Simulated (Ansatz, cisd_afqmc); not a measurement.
System: PH$_{3}$, charge 0, singlet. PH3 (phosphane, SMILES P).
B3LYP-D3(BJ)/def2-TZVP minimum from Ansatz (a first-principles code):
```
P
H 1 1.4188
H 1 1.4188 2 93.38
H 1 1.4188 2 93.38 3 93.59
```

Total energies in cc-pV(D+d)Z, 8 correlated electrons, 5 frozen orbitals. UHF or UKS for unpaired electrons; spin-orbit terms are left out. Correlated methods leave the cores frozen. No relativity. AFQMC is phaseless with a CISD trial state; ± is one standard error, without the phaseless bias. Outlying blocks are dropped, and bars are widened where a walk drifts. Over all cases where full CI ran beside it in this data, AFQMC minus full CI had a median of +0.1 mEh and passed +0.4 mEh in a tenth of the cases.

```tsv
method	program	energy (Eh)	minus CCSDTQ (mEh)
HF	Ansatz	-342.47590	168.95
MP2	Ansatz	-342.61085	34.00
CCSD	Ansatz	-342.64027	4.58
CCSD(T)	Ansatz	-342.64403	0.82
CCSDT(Q)	Ansatz	-342.64483	0.02
CCSDTQ	Ansatz	-342.64485	0.00
AFQMC/CISD	cisd_afqmc	-342.6448 ± 0.0001	0.0 ± 0.1
```

Rough core times of Ansatz's runs on a shared machine: CCSD(T) under 20 s, CCSDT(Q) under 20 s, CCSDTQ 60 s.
